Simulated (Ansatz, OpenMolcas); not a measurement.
**A ladder of methods for CF2 (SMILES F[C]F)**

The species is CF2 (3 atoms), meant as a singlet with charge 0. SMILES: `F[C]F`. Geometry: relaxed at GFN2-xTB.

```xyz
3

F     0.3969    1.0328    0.3328
C     0.3268   -0.2722    0.1497
F    -0.7238   -0.7606   -0.4825
```

Each level gives the vertical energy of the triplet above the singlet (eV). The values are calculated.

```csv
level,kind,program,value (eV),less FCI/STO-3G,CPU time (all runs)
SVWN5/STO-3G,LDA,Ansatz,1.71,+0.27,1 s
PBE/STO-3G,GGA,Ansatz,1.70,+0.26,1.6 s
r2SCAN/STO-3G,meta-GGA,OpenMolcas,1.50,+0.06,8 s
B3LYP/STO-3G,global hybrid,Ansatz,1.55,+0.11,1.7 s
RPA@PBE/STO-3G,RPA,Ansatz,1.82,+0.38,2.1 s
MP2/STO-3G,perturbation theory,Ansatz,1.26,-0.18,0.15 s
"CASSCF(2,2)/STO-3G",multireference,OpenMolcas,0.86,-0.58,2.8 s
BCCD(T)/STO-3G,coupled cluster or CI,Ansatz,1.44,0.00,0.46 s
FCI/STO-3G,exact in the basis,Ansatz,1.44,0.00,0.7 s
```

FCI/STO-3G is exact within its basis and frozen core, so for wave-function methods in that basis the difference is their error; functionals converge differently with the basis, so for them it is only a difference. The values span 0.86 to 1.82 eV. All rows use very small basis sets, so even the best lies far from the true value. Times are those of the runs behind each value, whatever else they computed, on shared processors of several kinds: orders of magnitude only.
